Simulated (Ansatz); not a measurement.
OSi, SMILES `O=[Si]`: measurement beside calculation (Ansatz, PBE0-D4/def2-TZVP geometry).

Bond lengths: O1–Si2 1.509 Å.

Enthalpy of formation at 298 K: -24.6 kcal/mol (zero for an element's reference state; older measured values of the G2 set, as listed by Staroverov and co-workers, J. Chem. Phys. 119, 12129, 2003). With their computed zero-point and thermal terms and the atoms' enthalpies of Curtiss and co-workers (1997) it gives an electronic atomization energy of 192.3 kcal/mol.

| level | atomization (kcal/mol) | error | error per bond |
| --- | --- | --- | --- |
| LDA (SPW92) | 223.4 | 31.1 | 31.1 |
| PBE-D4 | 196.0 | 3.8 | 3.8 |
| revPBE-D4 | 188.8 | -3.5 | -3.5 |
| BLYP-D4 | 195.7 | 3.5 | 3.5 |
| r2SCAN-D4 | 187.4 | -4.9 | -4.9 |
| B97M-V | 189.4 | -2.8 | -2.8 |
| PBE0-D4 | 182.6 | -9.7 | -9.7 |
| B3LYP-D4 | 188.0 | -4.3 | -4.3 |
| r2SCANh-D4 | 182.7 | -9.5 | -9.5 |
| r2SCAN0-D4 | 176.0 | -16.2 | -16.2 |
| HSE06-D4 | 182.8 | -9.4 | -9.4 |
| BHLYP-D4 | 171.6 | -20.7 | -20.7 |
| CAM-B3LYP-D4 | 188.4 | -3.8 | -3.8 |
| ωB97X-V | 189.0 | -3.3 | -3.3 |
| ωB97M-V | 192.4 | 0.1 | 0.1 |
| B2PLYP | 189.8 | -2.5 | -2.5 |
| PBE-QIDH | 182.5 | -9.7 | -9.7 |
| PBE | 195.5 | 3.2 | 3.2 |
| revPBE | 187.2 | -5.1 | -5.1 |
| BLYP | 194.6 | 2.3 | 2.3 |
| r2SCAN | 187.3 | -5.0 | -5.0 |
| PBE0 | 182.1 | -10.1 | -10.1 |
| B3LYP | 187.1 | -5.2 | -5.2 |
| r2SCANh | 182.6 | -9.6 | -9.6 |
| r2SCAN0 | 175.9 | -16.4 | -16.4 |
| HSE06 | 182.4 | -9.8 | -9.8 |
| BHLYP | 170.9 | -21.4 | -21.4 |
| CAM-B3LYP | 188.0 | -4.3 | -4.3 |
| LC-ωPBE | 183.9 | -8.4 | -8.4 |
| RPA@PBE/def2-TZVPP | 173.7 | -18.6 | -18.6 |
| HF/def2-TZVPP | 109.9 | -82.4 | -82.4 |
| MP2/def2-TZVPP | 195.9 | 3.6 | 3.6 |
| SCS-MP2/def2-TZVPP | 191.5 | -0.8 | -0.8 |
| CCSD/def2-TZVPP | 175.4 | -16.9 | -16.9 |
| CCSD(T)/def2-TZVPP | 183.0 | -9.3 | -9.3 |
| HF/def2-QZVPP | 110.9 | -81.4 | -81.4 |
| MP2/def2-QZVPP | 201.0 | 8.8 | 8.8 |
| SCS-MP2/def2-QZVPP | 197.0 | 4.8 | 4.8 |
| CCSD/def2-QZVPP | 179.9 | -12.4 | -12.4 |
| CCSD(T)/def2-QZVPP | 187.9 | -4.3 | -4.3 |
| HF/CBS(def2) | 111.0 | -81.2 | -81.2 |
| MP2/CBS(def2) | 204.2 | 12.0 | 12.0 |
| CCSD/CBS(def2) | 182.6 | -9.7 | -9.7 |
| CCSD(T)/CBS(def2) | 191.0 | -1.3 | -1.3 |

Functionals use def2-TZVPP; B3LYP here is the variant with VWN-RPA as its local correlation; programs differ in this. The calculations leave out spin–orbit coupling, scalar relativity and, for the correlated methods, core correlation; together these are worth up to about 1 kcal/mol a heavy atom. HSE06 is defined as in plane-wave codes. CBS extrapolates def2-TZVPP and def2-QZVPP. T1 = 0.026.
